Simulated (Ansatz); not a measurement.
How far each method lies from full CI for SiH4, singlet

Geometry: a point of a breathe scan, not a stationary point.

```xyz
5

Si    0.0000    0.0000    0.0000
H     0.9431    0.9463    0.9442
H    -0.9472   -0.9416    0.9449
H    -0.9419    0.9428   -0.9490
H     0.9460   -0.9476   -0.9401
```

Basis 6-31G; Ansatz 0.2.0. Only valence electrons are correlated (noble-gas cores frozen), which leaves 8 electrons in 16 orbitals. Prefix R: restricted or restricted open-shell reference. Active spaces: valence = (8e, 8o) chosen from the atoms' valence shells; pair = (2e, 2o) about the gap.

Full CI is exact within this basis and frozen core; it isn't the basis-set limit.

```
UHF ⟨S²⟩                          : 0.000
T1 diagnostic (RCCSD)             : 0.0088
largest doubles amplitude (RCCSD) : 0.051
```

```
                   level  E − E(full CI) (meV)  share of correlation (%)  wall time
                     RHF                  2635                      0.00          –
                    RMP2                   802                     69.58          –
                    CISD                   168                     93.64     0.15 s
                   RCCSD                    46                     98.26          –
                RCCSD(T)                    14                     99.47     0.12 s
                 BCCD(T)                    14                     99.47     0.15 s
                  RCCSDT                     2                     99.94          –
                  CISDTQ                     5                     99.83     0.63 s
               RCCSDT(Q)                     0                     99.99     0.33 s
                 RCCSDTQ                     0                    100.00      1.6 s
     CASSCF (pair space)                  2153                     18.31          –
     NEVPT2 (pair space)                   679                     74.22     0.15 s
     MRCISD (pair space)                   112                     95.76          –
   MRCISD+Q (pair space)                   -13                    100.49     0.24 s
  CASSCF (valence space)                   571                     78.34          –
  NEVPT2 (valence space)                   160                     93.95      1.3 s
  MRCISD (valence space)                    17                     99.35          –
MRCISD+Q (valence space)                     9                     99.64      1.8 s
```

The correlation energy at full CI, counted from RHF, is -2.635 eV. That run took 2.1 s on 1 thread of Intel Xeon 6975P-C, shared host over 828,944 determinants.

Times hold each run's SCF and search for its determinant on a shared host, so for small cases they say little of a method's own cost; they ran on 1 thread of Intel Xeon 6975P-C.

More than 5 meV below full CI, which no variational method can be: MRCISD+Q (pair space).

The full-CI state has the irrep A1 of C2v, in the program's axes (one component, if the state is degenerate).

Natural occupations of full CI about the gap: 1.973 1.954 1.954 1.954 0.048 0.032 0.032 0.032 0.004 0.004; effectively unpaired electrons, Σ n²(2−n)², 0.05.
